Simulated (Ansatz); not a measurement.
**What a trial cell of Ni relaxes into**

Level of theory: Ansatz, DFT r2SCAN, scalar-relativistic, plane waves, PAW. Cutoff 500 eV, Γ-centred k mesh, Gaussian smearing, collinear spin, first started from parallel moments.

Ni was placed on the black phosphorus structure type (Cmce, No. 64), at a guessed volume.

```xyz
4
Lattice="1.3821 -4.3843 0.0000 1.3821 4.3843 0.0000 0.0000 0.0000 3.6578" Properties=species:S:1:pos:R:3 pbc="T T T"
Ni    1.3821    3.5250    3.3286
Ni    1.3821   -0.8593    2.1581
Ni    1.3821   -3.5250    0.3292
Ni    1.3821    0.8593    1.4997
```

Cell and atoms relax at zero pressure; the relaxation can't lower the symmetry of the start. After a coarse first stage the cell is made exact in the group found at 0.06 Å.

Energies count from the standard state of Ni at the same level.

Task: What does it relax into?

Result: It ends in Fmmm (No. 69). Conventional cell: a = 2.438 Å, b = 4.135 Å, c = 8.749 Å. Around Ni lie 9 Ni at 2.31–2.44 Å.

Space group Fmmm (No. 69). a = 2.438 Å, b = 4.135 Å, c = 8.749 Å, α = 90.00°, β = 90.00°, γ = 90.00°
| atom | site | symmetry | x | y | z |
| --- | --- | --- | --- | --- | --- |
| Ni | 8i | mm2 | 0.5000 | 0.0000 | 0.3683 |

Task: What are its volume, energy, gap and moment?

Result: The volume per atom is 11.03 Å³, the density is 8.84 g/cm³ and the energy over the standard structure is 0.26 eV/atom. The gap on the 26×26×26 mesh is 0 eV (a metal). The net moment per atom is 0.67 μB. The largest site moment is 0.74 μB.

The final run used a 26×26×26 mesh on its 2-atom cell and 0.10 eV smearing. For metals, differences of a few meV/atom aren't resolved. The magnetic state reached may not be the lowest. Symmetry constrained the relaxation, so the result can be a saddle point.